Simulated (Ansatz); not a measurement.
## Interaction energy ladder

The pair of CH₄ (SMILES C, atoms 1–5) and SiH₃Cl (SMILES [SiH3]Cl, atoms 6–10), both closed shells, in one local arrangement (a lower one may exist), relaxed at PBE0-D4/def2-TZVP:

```xyz
10
angstrom
C -0.1120 -0.1193 -2.1102
H -0.5891 0.6077 -1.4538
H 0.9709 -0.0418 -2.0142
H -0.3990 0.0775 -3.1428
H -0.4299 -1.1238 -1.8310
Si 0.2000 0.0327 2.1487
Cl -1.1931 1.4098 1.5285
H 1.2801 0.7498 2.8642
H 0.7388 -0.6610 0.9575
H -0.4667 -0.9317 3.0532
```

Computed with Ansatz 0.2.0 (basis: def2-TZVPPD, with def2-QZVPPD for the basis limit); correlated methods freeze the cores. B3LYP uses VWN-RPA correlation. Extrapolation: Hartree–Fock as exp(−7.88 √X), correlation as X^−2.97. Interaction energies count from these two fragments, frozen as in the pair, with the counterpoise correction; negative means bound.

**Question.** What is the interaction energy by CCSD(T) at an estimated basis limit (MP2 extrapolated from triple and quadruple zeta, plus CCSD(T) − MP2 in triple zeta)? (An estimate is asked for; the value comes from the calculation.)

**Answer.** Computed: -0.79 kcal/mol. Hartree–Fock alone gives 0.57 kcal/mol at the basis limit, so without correlation the pair would not bind at this distance. It counts from the two fragments frozen as in the pair.

The same quantity by other methods in triple zeta, and each one's difference from that estimate:
| method | E_int (kcal/mol) | difference |
| --- | --- | --- |
| PBE-D4 | -1.04 | -0.25 |
| revPBE-D4 | -0.83 | -0.04 |
| BLYP-D4 | -0.69 | 0.11 |
| r2SCAN-D4 | -0.66 | 0.13 |
| B97M-V | -0.73 | 0.07 |
| PBE0-D4 | -0.94 | -0.14 |
| B3LYP-D4 | -0.80 | -0.01 |
| HSE06-D4 | -0.94 | -0.15 |
| wB97X-V | -0.80 | -0.01 |
| wB97M-V | -0.73 | 0.06 |
| B2PLYP | -0.04 | 0.75 |
| HF | 0.58 | 1.37 |
| MP2 | -0.66 | 0.13 |
| CCSD | -0.48 | 0.31 |
| CCSD(T) | -0.65 | 0.14 |
Differences are method less estimate.

Basis-set superposition shift (counterpoise-corrected less uncorrected): CCSD(T) 0.30; MP2 0.28; HF 0.05; PBE0-D4 0.04; wB97M-V 0.06 kcal/mol.

T1 diagnostic: at most 0.009.

For scale, one of the runs: CCSD(T)/def2-TZVPPD, 255 basis functions, launched by `ansatz run in.yaml --threads 4 --pin off --events-out ev --progress --plain --max-ram 9574MiB`. Hardware: 4 CPU threads of an Arm Neoverse V1, shared host. Wall time 79 s; peak host memory 5.3 GiB.
